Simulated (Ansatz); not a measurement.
## Formulas on structure types

The calculation used DFT PBEsol, scalar-relativistic, plane waves, PAW in Ansatz. Settings: cutoff 420 eV, Γ-centred meshes no coarser than 0.19 Å⁻¹ for metals and 0.3 Å⁻¹ for insulators (2π included), Gaussian smearing.

Each formula was placed on the sites of the named type and relaxed at zero pressure without lowering the symmetry. No run is spin-polarised. The smearing is 0.1 eV for metals and 0.01 to 0.02 eV otherwise. Formation energies are uncorrected and refer to the elements' standard structures at the same level.

For metals, differences of a few meV/atom aren't resolved. No dispersion correction is applied, so the spacing between layers, chains or molecules is poorly fixed, and with it the volume and density (I P6/mmm). Spin–orbit coupling is left out.

```
formula started on type final group a or a / b (Å) c (Å) V (Å³/atom) E over elements (eV/atom) gap on mesh (eV)
     Re diamond Fd-3m            5.59   5.59         21.9                       1.81              0.00
     Re grey arsenic (A7) Fm-3m            3.88   3.88         14.6                          ?              0.00
     Na alpha-boron R-3m            9.49  19.14         41.4                          ?              0.00
      I  trigonal selenium Pm-3m            3.38   3.38         38.5                       0.28              0.00
      I   simple hexagonal P6/mmm            4.09   2.91         42.1                       0.08              0.00
```

(1) E over elements (eV/atom) of Re on the grey arsenic (A7) type?

(2) E over elements (eV/atom) of Na on the alpha-boron type?

Answers

(1) 0.07

(2) 0.13